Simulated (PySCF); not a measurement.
Gas-phase reaction: 2 SiCl₃ + Si₂O₂ ⇌ 2 SiOCl₂ + 2 SiCl

Computed with PySCF and rigid-rotor harmonic-oscillator thermochemistry at 1 bar. † marks an energy on the PBE0/def2-TZVP geometry and frequencies; other levels use their own. MP2 freezes the core. 6-31G* has spherical d functions here. Open shells (unrestricted): SiCl₃ (multiplicity 2), SiCl (multiplicity 2); the rest are closed-shell singlets. Spin-orbit splitting is ignored; it lowers the true energy and changes the entropy of SiCl. B3LYP is the form with VWN-RPA correlation. Si₂O₂, SiOCl₂: computed as isolated molecules; such fragments, hydroxides, amides, oligomers or adducts are transient or little studied in the gas. MP2 isn't extrapolated to the basis-set limit.

| level | ΔH°(298 K), kJ |
|---|---|
| B3LYP/6-31G* | … |
| HF/6-31G* | … |
| HF/def2-TZVP† | 455 |
| MP2/def2-SVP† | … |
| PBE/def2-SVP | 422 |
| LDA/def2-TZVP† | 483 |
| ωB97M-V/def2-TZVP† | 460 |
| ωB97X-V/def2-TZVP† | … |

Problem. Fill in the missing entries.

Solution. 
- B3LYP/6-31G*, ΔH°(298 K), kJ: 415
- HF/6-31G*, ΔH°(298 K), kJ: 453
- MP2/def2-SVP†, ΔH°(298 K), kJ: 420
- ωB97X-V/def2-TZVP†, ΔH°(298 K), kJ: 459
